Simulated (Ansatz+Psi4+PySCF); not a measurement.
**doublet SiH₃: levels of theory in one basis**

| atom | x (Å) | y (Å) | z (Å) |
| --- | --- | --- | --- |
| Si | 0.0000 | 0.0000 | 0.0793 |
| H | 0.0000 | 1.4133 | -0.3701 |
| H | 1.2239 | -0.7066 | -0.3701 |
| H | -1.2239 | -0.7066 | -0.3701 |

Basis set: cc-pVTZ on H; cc-pV(T+d)Z on Si (spherical functions). Correlated methods keep 5 orbitals frozen. Correlation on ROHF uses semicanonical orbitals with singles. Charge 0, multiplicity 2.

Computed with Ansatz (development build ahead of 0.2.0) and Psi4 1.11; each method stands on the lowest determinant of its kind that the runs found.

```tsv
method	E − E(ROHF) (eV)	<S²> of the determinant
ROHF	0.00	0.75
UHF	-0.04	0.75
ROHF-MP2	-3.20	–
UHF-MP2	-3.21	0.75
ROHF-CCSD	-3.92	–
UHF-CCSD	-3.92	0.75
ROHF-CCSD(T)	-4.02	–
UHF-CCSD(T)	-4.02	0.75
```
